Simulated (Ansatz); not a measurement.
Two isomers of C3H4FN: A = `FC1C=NC1`, B = `CC1(F)C=N1`.

Isolated molecules relaxed with PBE0-D4/def2-TZVP in Ansatz; ΔE leaves out vibrations. CCSD(T)/CBS adds triple-zeta CCSD(T) − MP2 to the extrapolated MP2 energy (def2 sets, frozen cores). Functionals use def2-TZVPP. B3LYP here is the variant with VWN-RPA as its local correlation; programs differ in this.

Question: Which is lower in electronic energy at CCSD(T)/CBS, and by how much? (Estimate.)

Answer: Computed: A, by 11.5 kJ/mol.

Question: Give E(B) − E(A) in kJ/mol with BLYP-D4, PBE-D4, B3LYP, CCSD/def2-TZVPP, r2SCAN-D4, B3LYP-D4, PBE0-D4. (Best estimate.)

Answer: Ansatz gave: BLYP-D4 6.0, PBE-D4 6.7, B3LYP 8.0, CCSD/def2-TZVPP 14.0, r2SCAN-D4 0.4, B3LYP-D4 8.4, PBE0-D4 9.9. None reverses the order clearly.

Question: Does the order hold for the free energy at 298.15 K (harmonic terms from PBE0-D4)? (Best estimate.)

Answer: Computed: Yes: G(B) − G(A) = +4.1 kJ/mol.

Largest T1 diagnostic: 0.012.

At CCSD(T), def2-SVP lies −7.9 kJ/mol from the extrapolated value and def2-TZVPP +1.4 kJ/mol. Leaving LDA and LC-ωPBE aside and taking each functional with its dispersion term where it has one, the values, not all of them listed here, spread over 12.6 kJ/mol, from B97M-V to BHLYP-D4. LDA lies +4.1 kJ/mol from PBE without D4.
